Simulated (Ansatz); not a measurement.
Cohesive energy of some elemental metals

Method: HSE06-D3(BJ) (PAW; Ansatz, an electronic-structure program). References are measured values corrected to a static lattice or taken at low temperature (these still hold zero-point motion). The table is a random draw of 6 from 16 solids with such references.

Values in eV/atom.

| solid | reference | HSE06-D3(BJ) | error (eV/atom) |
|---|---|---|---|
| bcc Ba | 1.91* | 2.12 | +0.21 |
| bcc K | 0.94* | 1.02 | +0.08 |
| fcc Ag | 2.97* | 3.12 | +0.15 |
| fcc Ca | 1.86* | 2.14 | +0.28 |
| hcp Cd | 1.18* | 1.43 | +0.25 |
| hcp Be | 3.32 | 4.07 | +0.75 |

Over these 6 solids the mean error is +0.29 eV/atom, the mean absolute error 0.29 eV/atom (median 0.23 eV/atom), and the worst case hcp Be at +0.75 eV/atom; the value is too high in 6 of 6 cases. Over all 16, from unrounded values, the mean error is +0.24 eV/atom and the mean absolute error 0.24 eV/atom (median 0.23 eV/atom).

A star marks references brought to a static lattice; the others are low-temperature values that still hold zero-point motion, which matters most for light elements.

Spin–orbit coupling is left out, also for the solids with elements from indium on (bcc Ba); its size isn't shown.

Exact exchange on metals is sensitive to the k mesh.

Differences are worked out from the printed values.

Free atoms are spin-polarised, in the lowest state found; at levels without +SOC their spin–orbit coupling is left out. Each level is taken at its own relaxed cell. Ansatz's density-functional and Hartree–Fock values are scalar-relativistic unless marked +SOC, with PAW data made under PBE.

Ansatz's runs of these crystals have no spin polarisation.

Not in this set, of the elemental metals with a reference value in our tables and a result at some level: 20 for a doubt noted on the run at HSE06-D3(BJ); 5 for the spin–orbit terms of free Br, In, Sn, Te, I and atoms past barium, a cut that leaves lighter open-shell atoms' terms in the errors; 3 for no value at HSE06-D3(BJ) (not run, a failed fit, an unstable or unbound cell, or a value held back for tests); 1 for sources at odds. These can be a level's best or worst cases. Solids without a released value at any level aren't counted. Layered and molecular crystals are counted apart. The metals Ce to Yb are counted apart.

References as tabulated in Csonka et al. (2009), arXiv:0903.4037; Jana et al. (2018), arXiv:1807.00350; Mejia-Rodriguez and Trickey (2018), arXiv:1807.09216; Kittel's textbook.
